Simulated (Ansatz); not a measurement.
# NHS (triplet): from Hartree-Fock to the top rungs, def2-TZVPP

The task here is to estimate one member of a computed series from the others.

Method: def2-TZVPP, core rule «outside noble gas», up to 6 orbitals frozen; program: Ansatz 0.2.0, Gaussian basis.

The runs, in order: UHF; ROHF; CCSD(T) on UHF.

2 further runs of the same task are left out: 2 set aside as unsound or not needed.

## What is computed

The geometry is a PBE0/def2-TZVP stationary point (not a proven minimum) of the parent state, kept for this charge and spin.

3 atoms, charge 0, spin multiplicity 3.

Atoms are counted from 1 here; the program's logs count them from 0.

Bond lengths: N1–S2 1.555 Å, N1–H3 1.028 Å. Angles: S2–N1–H3 109.6°.

Coordinates:

```xyz
3
HNS
N     0.0000   -0.1276    1.0438
S     0.0000    0.0305   -0.5027
H     0.0000    0.8009    1.4861
```

The first run:

File in.yaml:

```yaml
crystal:
  periodic: [false, false, false]
  atoms:
    - {symbol: N, position_ang: [0.000000, -0.127563, 1.043850]}
    - {symbol: S, position_ang: [0.000000, 0.030547, -0.502691]}
    - {symbol: H, position_ang: [0.000000, 0.800886, 1.486090]}
basis:
  gaussian: {orbitals: def2-TZVPP}
magnetization: {spin_polarized: true, initial_magnetization: 2}
hamiltonian: {xc: hf}
output: {orbitals: {seedname: orbitals}}
```

The run is started by

```
ansatz run in.yaml --threads 1 --pin off --events-out ev --progress --plain --max-ram 4096MiB --backend cpu
```

Steps of the session up to this table: UHF; ROHF; CCSD(T) on UHF.

One of the session's tables, all rows but one given; the rest of the session is left out.

| method | from UCCSD(T) (meV) |
| --- | --- |
| ROHF | +10834.7 |
| UHF | +10436.4 |
| UMP2 | +1229.3 |
| UCCSD | ? |
| UCCSD(T) | 0 |

Q: Estimate the row for UCCSD from the others.

As computed: from UCCSD(T) (meV): +482.4. In the column «from UCCSD(T) (meV)» it lies between UCCSD(T) (0) and UMP2 (+1229.3).
